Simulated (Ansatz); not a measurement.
fcc Pt

Level of theory: BLYP (plane waves, PAW; Ansatz, a quantum-chemistry and plane-wave program).

Numerical settings: plane-wave cutoff 520 eV, 24×24×24 k mesh, Fermi–Dirac smearing 0.05 eV, scalar-relativistic PAW data made under PBE.

Cell (relaxed at this level):

```
Pt
1.0
    0.00000     2.02583     2.02583
    2.02583     0.00000     2.02583
    2.02583     2.02583     0.00000
Pt
1
Direct
  0.00000   0.00000   0.00000
```

bulk modulus: 199 GPa
band gap: none
pressure derivative B′ of the bulk modulus: 5.6

Measured, for comparison: bulk modulus 289 GPa (corrected for temperature and zero-point phonon effects; as tabulated in Levämäki et al. (2014), arXiv:1402.3671). Computed (rounded) less measured: bulk modulus -31 %.

Note: the cell is over a tenth larger than the published one: the level's own overestimate first of all, though another phase or state, or a fault of the published cell, is possible.

Spin–orbit coupling is not included.

Static lattice: no zero-point or thermal effects.

The result took around 26 core-seconds (rough).
